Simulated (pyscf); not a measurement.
HO–GaH₂ + ethylene (H₂C=CH₂) → H₃C–CH₂–O–GaH₂ (addition across a multiple bond or ene-type step; singlet surface; H–O broken, C–O, C–H formed). Single points on ωB97X-D3(BJ)/def2-SVP structures (PySCF, gas phase). Energies in eV from the separated reactants.

| level | barrier | reaction energy |
|---|---|---|
| ωB97X-D3(BJ)/def2-TZVP | (withheld) | (withheld) |
| PBE/def2-TZVP | 1.85 | -0.64 |
| r²SCAN/def2-TZVP | 1.99 | -0.72 |
| M06-2X/def2-TZVP | (withheld) | -0.73 |
| ωB97M-D3(BJ)/def2-TZVP | 2.24 | -0.63 |
| HF/def2-TZVP | 3.17 | -0.44 |

Question: Fill in the missing entries.

Answer: 
- ωB97X-D3(BJ)/def2-TZVP, barrier: 2.25
- ωB97X-D3(BJ)/def2-TZVP, reaction energy: -0.77
- M06-2X/def2-TZVP, barrier: 2.25

The functionals in the table span 0.40 eV in this barrier, from PBE to ωB97X-D3(BJ)/def2-TZVP. This is the saddle that the search found; another between the same sides may lie lower. Elements up to Kr have no core potential and no relativistic terms here.
